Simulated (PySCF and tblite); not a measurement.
C₄H₉F, numbered as in [CH3:1][CH2:2][CH2:3][CH2:4][F:5].

Search: ETKDG and KDG, MMFF94s, GFN2-xTB, 90 starts; geometries at GFN2-xTB. Weights use PBE0-D3(BJ)/pcSseg-1 (IEF-PCM, chloroform) energies plus GFN2-xTB zero-point and thermal terms (modes under about 100 cm⁻¹ blended into free rotors). Symmetry numbers and mirror images are counted. Conformers within 2.5 kcal/mol (GFN2-xTB free energy) were kept, 6 at most. Couplings: B3LYP/6-31G* with pcJ-1 on H, F (gas phase; spin-dipole term only for pairs with B, N, F, Si or P). Couplings are for ¹⁹F, ¹H; a prime marks the second kind of pair between the same two sets of atoms. H–H couplings come out 0.1 to 0.9 Hz lower than with pcJ-1 on all atoms. Programs: PySCF with density fitting and tblite.

Torsions listed: C1–C2–C3–C4, C2–C3–C4–F5. Of a mirror pair one member is shown.

```csv
conformer,shape,weight %
1,"180°, 66°",49.3
2,"-73°, -66°",19.2
3,"180°, 180°",16.1
4,"-67°, -173°",8.6
5,"67°, -78°",6.9
```

(1) Give the couplings in each conformer and the averages at 298.15 K (pairs that fast motion interchanges averaged).

Computed couplings to fluorine can be off by tens of per cent at such levels.

Results:

(1) 
| coupling | pairs | 1 | 2 | 3 | 4 | 5 | average (Hz) |
| --- | --- | --- | --- | --- | --- | --- | --- |
| ³J(H3,F5) | 2 | 27.2 | 27.9 | 7.8 | 9.1 | 33.0 | 23.1 |
| ²J(H4,F5) | 2 | 53.8 | 54.0 | 52.9 | 52.8 | 54.3 | 53.6 |
| ²J(H1,H1) | 3 | -13.7 | -13.8 | -13.8 | -13.9 | -13.9 | -13.8 |
| ³J(H1,H2) | 6 | 7.4 | 7.5 | 7.3 | 7.6 | 7.6 | 7.4 |
| ²J(H2,H2) | 1 | -13.2 | -14.3 | -12.9 | -14.2 | -13.8 | -13.5 |
| ³J(H2,H3) | 2 | 12.8 | 1.8 | 13.2 | 2.6 | 2.4 | 9.2 |
| ³J(H2,H3′) | 2 | 3.9 | 9.4 | 3.8 | 9.3 | 8.7 | 5.7 |
| ²J(H3,H3) | 1 | -14.4 | -15.0 | -12.5 | -13.2 | -15.6 | -14.2 |
| ³J(H3,H4) | 2 | 2.0 | 2.2 | 12.1 | 12.3 | 0.7 | 4.5 |
| ³J(H3,H4′) | 2 | 7.2 | 7.6 | 4.8 | 4.8 | 7.6 | 6.7 |
| ²J(H4,H4) | 1 | -9.4 | -9.7 | -8.9 | -8.6 | -9.9 | -9.3 |
